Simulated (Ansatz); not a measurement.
The cluster Si₂H₃⁻. Total charge -1; quintet. Geometry PBE0-D4/def2-TZVPD.

Cartesian coordinates in Å:
```
Si 0.399 0.018 -1.605
Si -0.139 0.061 0.990
H 0.606 -0.085 -3.156
H -1.353 -0.670 1.532
H 0.486 0.676 2.239
```

At PBE-D4/def2-TZVPD, BLYP-D4/def2-TZVPD, r2SCAN-D4/def2-TZVPD, r2SCANh-D4/def2-TZVPD and others the highest occupied level of the charge -1 quintet lies above zero (up to 1.44 eV). It is a level of α spin, whose loss leaves a quartet; that state wasn't run at this geometry and level. The electron is either unbound and held by the finite basis, or the level is raised by self-interaction error. At PBE0-D4/def2-TZVPD a singlet of charge -1 lies 3.08 eV below the quintet, each at its own geometry. The structure comes from a short search, and lower isomers may exist.

Task: Estimate the α-spin orbital energies around the gap (eV) in Ansatz with PBE-D4/def2-TZVPD, BLYP-D4/def2-TZVPD, r2SCAN-D4/def2-TZVPD, r2SCANh-D4/def2-TZVPD, PBE0-D4/def2-TZVPD.

Result: 
| orbital | PBE-D4/def2-TZVPD | BLYP-D4/def2-TZVPD | r2SCAN-D4/def2-TZVPD | r2SCANh-D4/def2-TZVPD | PBE0-D4/def2-TZVPD |
| --- | --- | --- | --- | --- | --- |
| HOMO−5 | -3.64 | -3.52 | -3.96 | -4.43 | -4.94 |
| HOMO−4 | -3.15 | -2.96 | -3.41 | -3.87 | -4.43 |
| HOMO−3 | -0.35 | -0.02 | -0.70 | -1.08 | -1.40 |
| HOMO−2 | 0.36 | 0.63 | 0.07 | -0.28 | -0.57 |
| HOMO−1 | 0.55 | 0.72 | 0.34 | -0.01 | -0.34 |
| HOMO | 1.14 | 1.44 | 0.87 | 0.55 | 0.28 |
| LUMO | 3.55 | 3.70 | 4.04 | 4.17 | 4.07 |
| LUMO+1 | 3.69 | 3.82 | 4.28 | 4.38 | 4.16 |
| LUMO+2 | 4.40 | 4.59 | 4.75 | 4.97 | 5.05 |
| LUMO+3 | 4.44 | 4.65 | 4.78 | 5.01 | 5.11 |
| LUMO+4 | 4.78 | 4.97 | 5.30 | 5.48 | 5.43 |
| LUMO+5 | 5.11 | 5.33 | 5.55 | 5.71 | 5.69 |
| β HOMO | -2.38 | -2.29 | -2.56 | -2.91 | -3.33 |
| β LUMO | 1.56 | 1.48 | 2.06 | 2.34 | 2.45 |
